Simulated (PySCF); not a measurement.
Geometry:
| atom | x (Å) | y (Å) | z (Å) |
| --- | --- | --- | --- |
| N1 | -0.680 | -0.053 | 0.063 |
| C2 | 0.655 | 0.051 | -0.070 |
| O3 | 1.414 | -0.879 | -0.115 |
| H4 | -1.089 | -0.971 | 0.131 |
| H5 | -1.283 | 0.749 | 0.103 |
| H6 | 0.986 | 1.105 | -0.134 |

PySCF 2.14 calculation with coordinates at the GFN2-xTB level and σ from GIAO-PBE0/pcSseg-1; a single conformation, non-relativistic Hamiltonian, in vacuum.

δ = σ(ref) − σ, references computed at the same level: 13C (σref 186.93) and 1H (σref 31.72) against TMS; 15N (σref 267.73) against NH3; 17O (σref 336.08) against H2O.

```
atoms  nucleus  count  δ (ppm)
   H6       1H      1     8.11
   C2      13C      1    159.7
   H4       1H      1        ?
   N1      15N      1    117.6
   H5       1H      1        ?
   O3      17O      1    431.8
```

Problem. Fill in the missing shifts.

Solution. 
- H5: 4.65 ppm, hydrogen on an amide-type nitrogen; labile proton, position sensitive to the medium
- H4: 4.59 ppm, hydrogen on an amide-type nitrogen; exchangeable; this is the value without hydrogen bonding to other molecules

OH/NH shifts are gas-phase values; hydrogen bonding in solution moves them, usually downfield. Rotation about the amide-type C–N bond is slow at room temperature, so the two groups on nitrogen are listed apart. Shifts are as computed. Against solution values, carbons near 30 ppm lie about +3 ppm off and those near 130 ppm about +5 ppm. Of 1211 compounds with measured shifts, 218 miss one by over three times the rms of a fit or turn the order of signals round; such compounds aren't used in these exercises. Hydrogen bonding in solution shields acid and N–H amide carbonyl oxygens by tens of ppm. Hydrogen bonding in solution deshields acid and N–H amide carbonyl carbons by as much as 10 ppm beyond these values. Unscaled 17O shifts of doubly bonded oxygen tend to come out too high, by tens of ppm or more. Experimental scales use liquid or dissolved standards, which lie at an offset from isolated NH3 (liquid NH3: subtract about 20 ppm) and H2O (liquid H2O: subtract about 36 ppm).
